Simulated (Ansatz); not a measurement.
Reaction (SMILES): C#CC + 4 [H][H] (H2) → 3 C (CH4)
B3LYP-D3(BJ)/def2-TZVP geometries, fixed; electronic energies without zero-point terms.

Basis-set convergence of the energy of full hydrogenation at wB97M-V with Ansatz (a program for electronic structure). Cartesian d functions, on some or all atoms, in 6-31+G*; all else is spherical. The program fits the integrals of some runs and decomposes those of others, by size. The functional holds VV10 correlation; no added dispersion term, no relativity. Functions are those of the species that has most. Reference: the value in def2-QZVPPD, -120.65 kcal/mol, itself unsure by roughly 0.08 kcal/mol (its mean distance from pcseg-3, def2-QZVPP, cc-pVQZ). Deviations are taken from unrounded values.

```tsv
basis	functions
6-31+G*	65
6-311+G**	90
def2-SVPD	92
aug-cc-pVDZ	105
6-311++G(2d,2p)	121
def2-TZVPD	147
jun-cc-pV(T+d)Z	173
def2-TZVPPD	179
6-311++G(3df,3pd)	189
aug-cc-pVTZ	230
def2-QZVPPD	321
```

Q: Which is the smallest set listed that can be trusted to 2 kcal/mol here, that is, within that of the reference together with its larger relatives (same family, alike in diffuse functions; a set with none to test it counts only in the reference's own line)?

A: The smallest set listed that lies within 2 kcal/mol of the reference with all its larger relatives (same family, alike in diffuse functions; a set with none counts only in the reference's own line) is 6-311+G** (90 functions, -0.66 kcal/mol off). Value minus reference: 6-31+G* -6.53, 6-311+G** -0.66, def2-SVPD -9.23, aug-cc-pVDZ -7.75, 6-311++G(2d,2p) -1.53, def2-TZVPD 0.40, jun-cc-pV(T+d)Z -0.56, def2-TZVPPD -0.45, 6-311++G(3df,3pd) -0.17, aug-cc-pVTZ -0.33, def2-QZVPPD 0.00 kcal/mol.
